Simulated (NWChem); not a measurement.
## ammonia (H$_{3}$N)

SMILES: N
```xyz
4

N      0.0016     0.1283     0.0000
H     -0.4728    -0.2934     0.8124
H     -0.4728    -0.2934    -0.8124
H      0.9343    -0.3110     0.0000
```
Charge 0, spin multiplicity 1.

All runs are NWChem calculations. The geometry was optimised at PBE/def2-SVP, a minimum by its harmonic frequencies.

Symmetry labels belong to the abelian group Cs used in the runs, with the axes of the coordinates shown; states degenerate in a higher group split over its labels.

B3LYP has NWChem's definition, with VWN1-RPA local correlation.

Question: List the lowest 6 singlet excitations that TD-B3LYP/def2-SVPD, VWN1-RPA local correlation gives, with oscillator strengths.

Answer: 
| state | symmetry | energy (eV) | wavelength (nm) | f |
|---|---|---|---|---|
| 1 | a' | 6.87 | 180 | 0.082 |
| 2 | a" | 8.99 | 138 | 0.023 |
| 3 | a' | 8.99 | 138 | 0.023 |
| 4 | a" | 10.76 | 115 | 0.000 |
| 5 | a' | 10.76 | 115 | 0.000 |
| 6 | a' | 11.44 | 108 | 0.019 |
